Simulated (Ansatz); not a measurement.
Geometry optimisation, RKS PBE0-D4/STO-3G (Ansatz 0.2.0).

Input:

```yaml
crystal:
  periodic: [false, false, false]
  atoms:
    - { symbol: O, position_ang: [0.5772, -1.4288, 0.0239] }
    - { symbol: C, position_ang: [-0.2118, -0.2275, 0.1052] }
    - { symbol: O, position_ang: [-1.5078, -0.3734, 0.5912] }
    - { symbol: C, position_ang: [0.3628, 0.9771, -0.2712] }
    - { symbol: F, position_ang: [1.5551, 1.0009, -0.7661] }
    - { symbol: Cl, position_ang: [-0.6066, 2.4487, -0.1638] }
    - { symbol: H, position_ang: [1.4286, -1.1404, -0.3495] }
    - { symbol: H, position_ang: [-1.5054, -1.3137, 0.7746] }
basis:
  gaussian: { orbitals: STO-3G }
hamiltonian:
  xc: pbe0
  dispersion: d4
relax:
  f_tol: 0.015
  max_steps: 40
```

Run as:

```bash
$ ansatz run input.yaml --threads 1 --pin off --max-ram 2048MiB --backend cpu --events-out ev --progress --plain --runs-dir out
```

Question: Where does it end, and by what steps?

Answer: The forces met the threshold. Limits of this set-up: minimal basis. After 5 steps the energy has fallen by 0.449 eV; H8 moved furthest, 0.08 Å.

| step | energy less start (eV) | largest force component (eV/Å) | accepted |
| --- | --- | --- | --- |
| 0 | 0.0000 | 4.623 | yes |
| 1 | -0.4255 | 1.198 | yes |
| 2 | -0.4475 | 0.173 | yes |
| 3 | -0.4484 | 0.044 | yes |
| 4 | -0.4485 | 0.019 | yes |
| 5 | -0.4486 | 0.015 | yes |

```xyz
8
Properties=species:S:1:pos:R:3
O 0.527 -1.434 0.030
C -0.200 -0.228 0.106
O -1.495 -0.385 0.610
C 0.331 0.963 -0.280
F 1.607 1.029 -0.767
Cl -0.583 2.507 -0.190
H 1.420 -1.117 -0.350
H -1.515 -1.391 0.786
```

Whether the end is a true minimum wasn't checked by a vibrational analysis.

The run took 36 s on 1 thread of Intel(R) Xeon(R) Processor @ 2.50GHz (Skylake/Cascade Lake), with other jobs on the host, peak memory 0.15 GiB.
